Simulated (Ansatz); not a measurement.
# BH4N: the cost of one run

Method: RKS PBE0/6-31G*, in Ansatz 0.2.0.

**1. The starting structure**

Bond lengths: B1–H2 1.190 Å, B1–N3 1.550 Å, N3–H4 1.060 Å, N3–H5 1.060 Å, B1–H6 1.190 Å. Angles: H2–B1–N3 120.0°, H2–B1–H6 120.0°, N3–B1–H6 120.0°, B1–N3–H4 120.0°, B1–N3–H5 120.0°, H4–N3–H5 120.0°.

Structure file:

```xyz
6

B     0.0000    0.0000    0.0000
H     0.0000    0.0000    1.1900
N     1.3423    0.0000   -0.7750
H     1.8089   -0.9179   -1.0268
H     1.7937    0.9179   -1.0532
H    -1.0305    0.0000   -0.5950
```

**2. Relaxing the start**

File input.yaml:

```yaml
crystal:
  periodic: [false, false, false]
  atoms:
    - { symbol: B, position_ang: [0.0, 0.0, 0.0] }
    - { symbol: H, position_ang: [0.0, 0.0, 1.19] }
    - { symbol: "N", position_ang: [1.3423, 0.0, -0.775] }
    - { symbol: H, position_ang: [1.8089, -0.9179, -1.0268] }
    - { symbol: H, position_ang: [1.7937, 0.9179, -1.0532] }
    - { symbol: H, position_ang: [-1.0305, 0.0, -0.595] }
basis:
  gaussian: { orbitals: "6-31G*" }
hamiltonian:
  xc: pbe0
relax:
  f_tol: 0.02
  max_steps: 40
```

On the command line:

```
$ ansatz run input.yaml --threads 1 --pin off --max-ram 2048MiB --backend cpu --events-out ev --progress --plain --runs-dir out
```

Q: Estimate wall time and peak memory on 1 thread of Arm Neoverse V1, shared host.

About 7.7 s, with a peak of 0.094 GiB.
